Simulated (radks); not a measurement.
# F²⁺ in [He] 2s2 2p3: an all-electron calculation

The task here is to estimate one member of a computed series from the others.

Program: radks (a radial shooting solver on a logarithmic mesh, Libxc functionals) version 1. Level of theory: Dirac Kohn-Sham, PBE, spin-unpolarised, spherical densities, point nucleus; open shells fill j = l - 1/2 first. These are calculated values, not measurements, unless marked.

### What is computed

| Quantity | Value |
| --- | --- |
| element | fluorine (Z = 9) |
| charge | +2 |
| electrons | 7 |
| configuration | [He] 2s2 2p3 |

Set-up of the first run:

Input:

```text
Z 9
configuration [He] 2s2 2p3
relativity Dirac
functional pbe,pbe
spin unpolarised
j_filling energy
nucleus point
c 137.035999084
```

Steps of the session up to this table: Self-consistent calculation.

One of the session's tables, all rows but one given; the rest of the session is left out.

It belongs to the step «Shells». Sizes of the orbitals, from the radial functions (bohr):

```
level     <r>  outermost maximum (interpolated)  90 % within
1s1/2  0.1762                             0.114        0.315
2s1/2  0.9180                             0.736         1.45
2p1/2  0.8955                             0.652         1.50
2p3/2       ?                                 ?            ?
```

Estimate the missing values for 2p3/2.

The run gave: <r>: 0.8969; outermost maximum (interpolated): 0.653; 90 % within: 1.50. In the column «<r>» it lies between 2p1/2 (0.8955) and 2s1/2 (0.9180).

To keep in mind: Spin polarisation and multiplet splitting are left out.
